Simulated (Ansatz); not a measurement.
A made-up structure of CH$_{2}$AlSi, doublet:

| atom | x (Å) | y (Å) | z (Å) |
| --- | --- | --- | --- |
| C1 | 0.3126 | -0.4944 | 0.9390 |
| Si2 | 0.7948 | -1.2543 | 2.3851 |
| Al3 | -0.2247 | 0.3552 | -0.6753 |
| H4 | -1.4141 | -0.2769 | -1.5120 |
| H5 | 0.9684 | -1.3163 | 1.0734 |

It is relaxed with PBE-D4/def2-SVP and then PBE0-D4/def2-TZVP (Ansatz 0.2.0). Atoms count as bonded within 1.22 times the sum of their covalent radii (H–H: 0.88 Å). The end point is not checked to be a true minimum.

Q: Does its bonding change? (Judge from chemistry; the calculation decides.)

A: By the calculation: Yes. Formed: Si2–Al3; broken: Si2–H5.

Where it ends: The first stage lowers the energy by 2.63 eV in 18 steps. It ends as CH₂AlSi ([CH]1[AlH][Si]1):
```
5
angstrom
C 0.5276 -1.2647 0.9069
Si 0.6149 0.0157 2.0834
Al -0.3805 0.0736 -0.0794
H -1.1206 0.4863 -1.4090
H 0.7956 -2.2976 0.7084
```

Labels in which every atom is bracketed show which atoms are joined, not bond orders.

For scale, one of the runs: PBE0-D4/def2-TZVP relaxation, 117 basis functions, launched by `ansatz run in.yaml --threads 2 --pin off --events-out ev --progress --plain --max-ram 4352MiB`. Hardware: 2 CPU threads of an Arm Neoverse V1, shared host. Wall time about 19 s.
